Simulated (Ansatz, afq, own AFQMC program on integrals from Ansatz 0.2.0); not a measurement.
**BH4, doublet: AFQMC among the cluster methods**

```csv
atom,x (Å),y (Å),z (Å)
B,-0.0483,0.0930,0.0921
H,0.3664,0.9055,0.9027
H,-0.4726,-0.7147,0.9025
H,-0.4611,0.9016,-0.7234
H,1.0851,-2.0894,-2.0694
```

Basis 6-31G. Noble-gas cores (and the filled d shells of Ga–Kr and In–Xe) are frozen. Ansatz 0.2.0 and our own AFQMC program on the same integrals; the CISD trial comes from CCSD amplitudes, and released means the phaseless constraint is let go. ± is one standard error of the sampling.

Determinant: UHF, the one that the program's search chose, which needn't be the lowest solution. The geometry is a point of a scan.

Full CI on the same integrals is exact in this basis and with this determinant's frozen core.

```
T1 diagnostic                               : 0.0060
weight of the determinant in the CISD state : 0.952
⟨S²⟩ of the determinant                     : 0.750
size of the correlated space                : 7 electrons in 16 orbitals
```

Reference: full CI, correlation energy -2.139 eV. The released energy is read at 2.40 1/Eh (meV from the phaseless value at times in 1/Eh: -1.6 ± 2.0 at 0.24, 0.2 ± 2.1 at 0.51, -1.7 ± 2.1 at 0.99, -2.5 ± 1.4 at 1.62, -0.5 ± 1.3 at 2.40).

```
         level  E − E(reference) (kcal/mol)  share of correlation (%)
            HF                        49.33                      0.00
           MP2                        12.91                     73.82
          CCSD                         0.74                     98.51
       CCSD(T)                         0.18                     99.63
         CCSDT                         0.01                     99.99
      CCSDT(Q)                         0.00                    100.00
        CCSDTQ                         0.00                    100.00
 ph-AFQMC/CISD                  0.04 ± 0.04                     99.93
released AFQMC                  0.02 ± 0.03                     99.95
```

CCSDT and higher add their correlation energy to the determinant of the CCSD(T) run, since their own runs factorise the integrals more tightly (a shift of under 2 meV). A walk keeps the symmetry of its determinant, which the program's search chose and which needn't be the lowest solution, so a lower state of the same spin and another symmetry isn't excluded. Released energies are given only where the last usable release times agree within the noise; a slower fall can still hide under it.
